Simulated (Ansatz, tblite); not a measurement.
# The cluster CdO2−: a ladder of methods and basis sets

Aim: run the doublet of the cluster CdO2− at one geometry on many levels, and compare frontier levels, spin and run time.

Computed with Ansatz 0.2.0, Gaussian basis. Level: as each input shows.

The runs, in order: GFN1-xTB, GFN2-xTB, PBE-D4/def2-TZVPD, r2SCAN-D4/def2-TZVPD, HF/def2-TZVPD, LDA/def2-TZVPD, LC-ωPBE/def2-TZVPD, BLYP-D4/def2-TZVPD, r2SCAN0-D4/def2-TZVPD, PBE-D4/def2-SVPD, PBE0-D4/def2-SVPD, CCSD(T)/def2-TZVPPD, MP2/def2-TZVPD, RPA/def2-TZVPD.

2 further runs of the same task are left out: 2 set aside as unsound or not needed. Runs told in other sessions of the task aren't counted.

## 1. The relaxed structure

The geometry is that of the doublet, from an earlier relaxation (B3LYP-D4/def2-TZVPD). At that level it is the lowest of the isomers that a small search found.

3 atoms, charge -1, spin multiplicity 2.

Bond lengths: O2–O3 1.335 Å.

Cd takes a core potential in the def2 sets. No spin-orbit coupling is included. The ion is computed in the gas phase, without counter-ions or solvent.

PBE0-D4/def2-TZVPD was run before; its log isn't repeated, and its numbers join the tables.

## 2. GFN1-xTB

Tight binding, by tblite at 300 K electronic temperature and without a spin-polarisation term:

```python
tblite.interface.Calculator('GFN1-xTB', numbers, positions, charge=-1, uhf=1).singlepoint()
```

Energy -281.2193 eV; 0.001 s.

## 3. GFN2-xTB

Tight binding, by tblite at 300 K electronic temperature and without a spin-polarisation term:

```python
tblite.interface.Calculator('GFN2-xTB', numbers, positions, charge=-1, uhf=1).singlepoint()
```

Energy -237.9913 eV; 0.002 s.

## 4. PBE-D4/def2-TZVPD

start.molden holds the orbitals of an earlier run on this state, given as this run's starting guess.

Contents of in.yaml:

```yaml
crystal:
  periodic: [false, false, false]
  atoms:
    - {symbol: Cd, position_ang: [1.685973, -0.130486, -0.007767]}
    - {symbol: O, position_ang: [-0.903773, -0.599410, -0.006949]}
    - {symbol: O, position_ang: [-0.782200, 0.729895, 0.014717]}
basis:
  gaussian: {orbitals: def2-TZVPD, initial_orbitals: start.molden}
total_charge: -1
magnetization: {spin_polarized: true, initial_magnetization: 1}
hamiltonian: {xc: pbe, dispersion: d4}
scf: {omitted_lower_state_checks: [starts]}
output: {orbitals: {seedname: orbitals}}
```

Run with:

```sh
$ ansatz run in.yaml --threads 4 --pin off --events-out ev --progress --plain --max-ram 3916MiB
```

After this run come: r2SCAN-D4/def2-TZVPD; HF/def2-TZVPD; LDA/def2-TZVPD; LC-ωPBE/def2-TZVPD; BLYP-D4/def2-TZVPD; r2SCAN0-D4/def2-TZVPD; PBE-D4/def2-SVPD; PBE0-D4/def2-SVPD; CCSD(T)/def2-TZVPPD; MP2/def2-TZVPD; RPA/def2-TZVPD.

Q: Predict the results of all the runs planned. Wanted: gap in def2-TZVPD, named functionals and Hartree-Fock, smallest and largest; correlation energy, CCSD(T)/def2-TZVPPD; correlation energy, MP2/def2-TZVPD; ⟨S²⟩ in def2-TZVPD, named functionals and Hartree-Fock, smallest and largest; PBE0 total energy, smallest basis above largest.

The runs gave:

| quantity | value |
| --- | --- |
| gap in def2-TZVPD, named functionals and Hartree-Fock, smallest and largest | 0.32 eV (LDA), 8.15 eV (LC-ωPBE) |
| correlation energy, CCSD(T)/def2-TZVPPD | -32.56 eV |
| correlation energy, MP2/def2-TZVPD | -26.55 eV |
| ⟨S²⟩ in def2-TZVPD, named functionals and Hartree-Fock, smallest and largest | 0.756, 0.791 |
| PBE0 total energy, smallest basis above largest | 5.74 eV (def2-SVPD, def2-TZVPD) |

Over the named functionals and Hartree-Fock in def2-TZVPD the gap runs from 0.32 eV (LDA) to 8.15 eV (LC-ωPBE); exact exchange widens it. Over the named functionals and Hartree-Fock in def2-TZVPD spin contamination reaches 0.04 (HF), which is small. LDA, PBE-D4, BLYP-D4, r2SCAN-D4, PBE0-D4 put the HOMO above zero; others here keep it below zero, so the sign hangs on the functional's self-interaction and doesn't show that the species is unbound.
